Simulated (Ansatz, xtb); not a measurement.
Relative energy of two isomers of C2H5FO2

Structure a is `OC[C@H](O)F`, a singlet and structure b is `CO[C@H](O)F`, a singlet. Both are isolated molecules in the gas phase, relaxed with PBE0-D3(BJ)/pcseg-1; the shapes shown needn't be the lowest conformers.

a (Å):

| atom | x (Å) | y (Å) | z (Å) |
| --- | --- | --- | --- |
| C | -1.0342 | -1.9457 | -0.2186 |
| C | -1.3227 | -2.8679 | 0.9458 |
| F | -1.6054 | -4.1215 | 0.3745 |
| O | 0.1641 | -2.3593 | -0.8411 |
| O | -0.2563 | -2.9758 | 1.7885 |
| H | -0.0106 | -3.2241 | -1.2401 |
| H | -1.8832 | -1.9359 | -0.9171 |
| H | -0.8680 | -0.9273 | 0.1483 |
| H | -2.2044 | -2.5861 | 1.5316 |
| H | 0.5366 | -2.9607 | 1.2236 |

b (Å):

```json
{"atom": "C", "x (Å)": "-1.9179", "y (Å)": "-2.0454", "z (Å)": "0.2494"}
{"atom": "C", "x (Å)": "-0.7512", "y (Å)": "-1.3995", "z (Å)": "-1.6820"}
{"atom": "F", "x (Å)": "-1.7819", "y (Å)": "-1.8805", "z (Å)": "-2.4847"}
{"atom": "O", "x (Å)": "-1.2824", "y (Å)": "-1.0128", "z (Å)": "-0.4817"}
{"atom": "O", "x (Å)": "-0.1480", "y (Å)": "-0.3423", "z (Å)": "-2.2689"}
{"atom": "H", "x (Å)": "-2.1964", "y (Å)": "-1.6135", "z (Å)": "1.2130"}
{"atom": "H", "x (Å)": "-2.8140", "y (Å)": "-2.4040", "z (Å)": "-0.2700"}
{"atom": "H", "x (Å)": "-1.2298", "y (Å)": "-2.8870", "z (Å)": "0.4175"}
{"atom": "H", "x (Å)": "-0.0270", "y (Å)": "-2.2218", "z (Å)": "-1.5950"}
{"atom": "H", "x (Å)": "-0.7367", "y (Å)": "0.4202", "z (Å)": "-2.1565"}
```

Task: Which of the two would you expect CCSD(T)/def2-SVP + ΔMP2/def2-TZVPP electronic energies to favour?

Result: Not settled: CCSD(T)/def2-SVP + ΔMP2/def2-TZVPP gives E(b) − E(a) = +6.21 kJ/mol, but this leans on the basis-set step: CCSD(T) alone gives −0.66 kJ/mol.

How the difference moves with the method:

| level | geometry | E(b) − E(a) (kJ/mol) | departure from the last row (kJ/mol) | job, with rough time for the two |
| --- | --- | --- | --- | --- |
| GFN2-xTB | GFN2-xTB | −31.53 | −37.74 | optimisation, 0.18 s |
| HF/STO-3G | GFN2-xTB | −39.64 | −45.85 | single point, 0.38 s |
| r2SCAN-D4/def2-SVP | GFN2-xTB | −2.52 | −8.73 | single point, 2.4 s |
| PBE0-D3(BJ)/pcseg-1 | PBE0-D3(BJ)/pcseg-1 | +0.40 | −5.81 | optimisation, 32 s |
| HF/def2-SVP | PBE0-D3(BJ)/pcseg-1 | −12.74 | −18.95 | part of the CCSD(T) run |
| MP2/def2-SVP | PBE0-D3(BJ)/pcseg-1 | +0.76 | −5.45 | part of the CCSD(T) run |
| CCSD(T)/def2-SVP | PBE0-D3(BJ)/pcseg-1 | −0.66 | −6.87 | single point |
| CCSD(T)/def2-SVP + ΔMP2/def2-TZVPP | PBE0-D3(BJ)/pcseg-1 | +6.21 |  | single point, 23 s |

As drawn, b has 1 C–O, 1 C–H in place of 1 C–C, 1 O–H.

GFN2-xTB, HF/STO-3G, r2SCAN-D4/def2-SVP, HF/def2-SVP put the two in the other order. PBE0-D3(BJ)/pcseg-1, MP2/def2-SVP, CCSD(T)/def2-SVP find them nearly level. The largest departure from CCSD(T)/def2-SVP + ΔMP2/def2-TZVPP is that of HF/STO-3G, 45.85 kJ/mol. The last row adds to CCSD(T) the change of the MP2 difference between the two basis sets, here +6.87 kJ/mol.

With harmonic frequencies from PBE0-D3(BJ)/pcseg-1 (ideal gas, rigid rotor, one conformer each, 298.15 K, 1 atm): on the last row, ΔE + ΔZPE = +3.20, ΔH = +4.33, ΔG = +1.84 kJ/mol.

The correlated steps freeze 5 core orbitals. Run with Ansatz 0.2.0, xtb 6.7.1; the last row on 2 threads of Intel(R) Xeon(R) Processor @ 2.70GHz on a shared host.
